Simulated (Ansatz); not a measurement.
Saddle point of AlH₂ClO, closed shell (AlH₂ClO ([OH][AlH][Cl]) → AlHO ([OH][Al]) + HCl; bonds formed: Cl2–H3; bonds broken: Al1–Cl2, Al1–H3), PBE0-D4/def2-TZVP structure:

```xyz
5
angstrom
Al 0.6557 0.3330 0.4697
Cl 0.2743 -1.5090 -1.2391
H 1.5205 -0.8769 -0.3596
O -0.8016 1.1249 0.7638
H -1.6490 0.9279 0.3650
```

Energies are electronic, without zero-point energy. Barriers and step energies count from the start structure reached by relaxing down the imaginary mode; all methods use the PBE0-D4 structures, on which another method's saddle can fall below an end. Computed with Ansatz 0.2.0 (basis: def2-TZVPP, with def2-QZVPP for the basis limit); correlated methods freeze the cores. B3LYP uses VWN-RPA correlation. Extrapolation: Hartree–Fock as exp(−7.88 √X), correlation as X^−2.97.

```tsv
method	barrier (kJ/mol)	step energy (kJ/mol)
SPW92	242.5	202.1
PBE-D4	254.1	198.5
BLYP-D4	260.8	193.0
r2SCAN-D4	?	232.8
B97M-V	299.2	229.3
PBE0-D4	286.3	212.8
B3LYP-D4	286.8	206.0
r2SCAN0-D4	306.7	234.7
BHLYP-D4	323.1	221.7
CAM-B3LYP-D4	307.1	214.4
wB97X-V	319.5	226.7
wB97M-V	304.1	210.8
B2PLYP	300.7	215.4
PBE-QIDH	?	228.7
RPA on PBE	?	204.5
HF	376.6	232.6
MP2	315.9	229.0
CCSD	321.8	216.6
CCSD(T)	308.2	215.9
```

Q: Fill in the withheld barriers. (To be estimated.)

A: Computed: r2SCAN-D4 287.7; RPA on PBE 294.6; PBE-QIDH 314.4 kJ/mol. Each is the energy of the saddle less that of the start structure, by the same method.

For comparison, the barrier by CCSD(T) at an estimated basis limit (MP2 extrapolated from triple and quadruple zeta, plus CCSD(T) − MP2 in triple zeta) is 306.5 kJ/mol.

T1 diagnostic: at most 0.018. The restricted Hartree–Fock reference is unstable towards an unrestricted one at one or more of these structures.

Labels in which every atom is bracketed show which atoms are joined, not bond orders.

For scale, one of the runs: CCSD(T)/def2-TZVPP, 143 basis functions, launched by `ansatz run in.yaml --threads 2 --pin off --events-out ev --progress --plain --max-ram 4352MiB`. The run took 8.5 s on 2 CPU threads of an Arm Neoverse V2 (shared host), with 0.77 GiB of host memory at its peak.
